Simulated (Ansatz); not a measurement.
An Ansatz input:

```yaml
crystal:
  lattice:
    - [-2.3789385306, 2.3789385306, 2.3789385306]
    - [2.3789385306, -2.3789385306, 2.3789385306]
    - [2.3789385306, 2.3789385306, -2.3789385306]
  atoms:
    - { symbol: Ba, position: [0.0, 0.0, 0.0] }
hamiltonian:
  xc: lda
  pseudopotentials:
    kind: paw
    azcp:
      Ba: "pseudopotentials/Ba.paw.azcp"
basis:
  ecutwfc: 420
  fft_grid_basis: typed
kpoints:
  mp_grid: { grid: [14, 14, 14], shift: [0, 0, 0] }
magnetization:
  spin_polarized: false
scf:
  occupations: { method: fermi_dirac, width: 0.1 }
  lower_state_search: "off"
output:
  stress: true
```

Output

```
Warning: the record states the generating functional pbe (its physics header spells it `PBE`), which answers neither for hamiltonian.xc's functional nor for the lda family's — results may be inconsistent (PPs are generated against a specific XC)
Engine: ansatz 0.2.0, aarch64-unknown-linux-gnu
Pseudopotentials: kind: paw
Pseudopotential: Ba, paw, valence charge 10, recommended cutoff 420 eV (normal) 
Functional definition: SPW92
  exchange = slater_x
  correlation = pw_c
Crystal: 1 atoms, lattice volume = 53.853 Å³
Basis set: ecut = 420 eV, 1055 PW (Γ)
Bands: 9, of which v1, the nominal top of the filled ones, is band 5 counted from 1 (4 counted from 0)
Symmetry: 48 space group operations
Space group: Im-3m (ITA 229), of the structure as read, at distance tolerance 3.8e-5 Å
k-points: 104 of 2744
Non-local potential: Ba, projectors of the file, l = 0: 3, l = 1: 2, l = 2: 2, l = 3: 2
PAW form: soft (Blöchl's): semilocal exchange-correlation on the pseudo side does not see the compensation charge
PAW frozen core: Ba, regenerated for the run's functional, and the local potential with it (the file was generated under x = pbe(κ = 0.804, μ = 0.2195149727645171), c = pbe(β = 0.06672455060314922))
PAW one-centre angular grid: Ba, 194 points (default); XC on 64 Gauss nodes
Initial density: superposition of atomic densities (neutral atoms: chi_scale 0, normalization atom), corrected by the library's trained network
Initial wavefunctions: pseudopotential atomic-orbital guess
Functional: x = slater, c = lda
SCF iter   1: F=—  HF=-5779.602221 eV  |F-HF|=—  |Δ(HF+E_count)|=         —  Δρ=3.45e-3  dr2=3.41e-3  ethr=1.77e-3  ⟨swp⟩=7.5  Hψ=9195  notcnv=0
SCF iter   2: F=—  HF=-5779.601748 eV  |F-HF|=—  |Δ(HF+E_count)|=   4.73e-4  Δρ=1.91e-3  dr2=1.14e-3  ethr=3.41e-5  ⟨swp⟩=2.1  Hψ=2114  notcnv=0
SCF iter   3: F=—  HF=-5779.601659 eV  |F-HF|=—  |Δ(HF+E_count)|=   8.81e-5  Δρ=2.90e-4  dr2=4.58e-5  ethr=1.14e-5  ⟨swp⟩=1.9  Hψ=1393  notcnv=0
SCF iter   4: F=—  HF=-5779.601670 eV  |F-HF|=—  |Δ(HF+E_count)|=   1.05e-5  Δρ=5.68e-5  dr2=1.83e-6  ethr=4.58e-7  ⟨swp⟩=1.3  Hψ=986  notcnv=0
iter 5 did not close the SCF: its close was put off for the readings that it lacked (scf_convergence_deferred on its scf_iter line)
SCF iter   5: F=-5779.601671 eV  HF=-5779.601671 eV  |F-HF|=7.40e-9  |Δ(HF+E_count)|=   6.88e-7  Δρ=7.00e-6  dr2=2.72e-8  ethr=1.83e-8  ⟨swp⟩=2.4  Hψ=1393  notcnv=0
SCF iter   6: F=-5779.601671 eV  HF=-5779.601671 eV  |F-HF|=1.37e-9  |Δ(HF+E_count)|=   1.84e-9  Δρ=1.58e-6  dr2=2.47e-9  ethr=2.72e-10  ⟨swp⟩=2.9  Hψ=3405  notcnv=0
SCF 1 converged in 6 iterations: F = -5779.601671 eV  dr2 = 2.47e-9
SCF converged after 6 iterations
Free energy (F): -5779.601671 eV
Harris-Foulkes:  -5779.601671 eV  (|F-HF|=1.37e-9)
Internal energy: -5779.560356 eV  (E = F + TS)
E sigma→0 (E₀):  -5779.581014 eV
Entropy (-TS):   -0.041314 eV (-41.314 meV/atom)
Fermi energy:    6.861397 eV
--- Per-component energies (eV) ---
  E_band       = -72.598475
  E_kinetic    = 167.639733
  E_local      = -339.847698  (includes V_loc(G=0)·N_el)
  E_nonlocal   = 60.439446
  E_hartree    = 106.119565
  E_xc         = -165.694717
  E_vxc        = -134.344229  (∫ρ·V_xc dr)
  E_paw        = -5057.794852  (= ΣΔE_a)
  E_vpaw       = -38.723983  (= ΣTr[D̂ρ^β])
  E_aug_tail   = -0.000002  (compensation charges beyond the density's cutoff)
  E_ewald      = -550.704346
  E_core_change = 0.282516  (= ΣΔE_core)
  E_smearing   = -0.041314  (= −TS)
  E_closure    = 0.000000  (closes the sum)
  Σ components = -5779.601671   (vs F -5779.601671, Δ=0.00e0)
--- Stress (GPa, compression-positive) ---
        0.002948      -0.000000      -0.000000
       -0.000000       0.002948      -0.000000
        0.000000      -0.000000       0.002948
  P = ⅓ Tr σ = 0.0029 GPa (0.029 kbar)
```

Launched by

```sh
ansatz run input.yaml --threads 2 --pin off --max-ram 5120MiB --backend cpu --events-out ev --progress --plain --runs-dir out
```

On 2 threads of Arm Neoverse V1 (shared host) this took about 1.7 s of wall time and 3.1 s of CPU time, with 0.33 GiB at the peak.
